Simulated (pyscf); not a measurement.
HO–SiH(OH)–OH + water (H₂O) → orthosilicic acid (HO–Si(OH)(OH)–OH) + hydrogen (H₂) (four-centre exchange; singlet surface; H–Si, H–O broken, O–Si, H–H formed). Single points on ωB97X-D3(BJ)/def2-SVP structures (PySCF, gas phase). Energies in kcal/mol from the separated reactants.

```tsv
level	barrier	reaction energy
PBE/def2-TZVP	?	?
r²SCAN/def2-TZVP	26.3	-26.4
B3LYP-D3(BJ)/def2-TZVP	30.7	-24.6
M06-2X/def2-TZVP	30.0	-28.0
ωB97M-D3(BJ)/def2-TZVP	?	-24.7
HF/def2-TZVP	48.6	-23.9
```

Fill in the missing entries.


- PBE/def2-TZVP, barrier: 25.9
- PBE/def2-TZVP, reaction energy: -22.7
- ωB97M-D3(BJ)/def2-TZVP, barrier: 29.4

The functionals in the table span 4.8 kcal/mol in this barrier, from PBE to B3LYP-D3(BJ). On the reactant side the descent ends in a bound adduct (not fully relaxed), 9.2 kcal/mol under the separated species and 39.4 kcal/mol under the saddle at ωB97X-D3(BJ)/def2-TZVP. One saddle was located; it need not be the lowest between these sides.
